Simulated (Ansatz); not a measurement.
The same path of CH5B + ClH (9 atoms, charge 0, multiplicity 1) was run twice with different band settings. Lost on the way: B1–H2, Cl8–H9. Made: B1–Cl8, H2–H9.

These are results of RKS PBE/def2-SVP in Ansatz, not measurements.

Relaxed end points:

```xyz
9
Properties=species:S:1:pos:R:3
B -0.111 0.133 0.086
H -0.210 0.236 1.311
H 0.993 0.332 -0.385
C -1.401 0.036 -0.782
H -2.261 -0.472 -0.303
H -1.705 1.107 -0.905
H -1.243 -0.358 -1.805
Cl 0.437 -2.516 0.819
H 0.155 -1.421 1.493
```

```xyz
9
Properties=species:S:1:pos:R:3
B 0.027 -0.634 -0.748
H -0.077 0.195 3.093
H 1.030 -0.003 -1.020
C -1.407 -0.108 -1.059
H -2.231 -0.809 -0.826
H -1.562 0.832 -0.480
H -1.471 0.206 -2.124
Cl 0.298 -2.188 0.050
H 0.048 -0.416 2.642
```

Common settings: spring 5.0 eV/Å²; optimiser quadratic models (default); start path through a guess of the saddle point; force threshold 0.05 eV/Å; iteration limit 60; end points relaxed.

| run | movable images | climbing image |
| --- | --- | --- |
| 1 | 7 | yes |
| 2 | 2 | no |

Task: What does each run give, and how far can it be trusted?

Result: Run 1: converged after 18 iterations, highest image 0.073 eV above the first end. A vibrational analysis at the climbing image gives one clearly imaginary mode, 353i cm⁻¹: a first-order saddle point.
Run 2: converged after 10 iterations, highest image 0.167 eV above the first end. No image climbed, so the highest image needn't sit at the top of the path. Another band between the same ends, with other settings, climbed to 0.07 eV only, so this may not be the lowest route. So few images can step over the top or miss a turn of the path.
The orbitals stay closed-shell, which can raise the energy where a bond breaks towards radicals; this wasn't checked here.
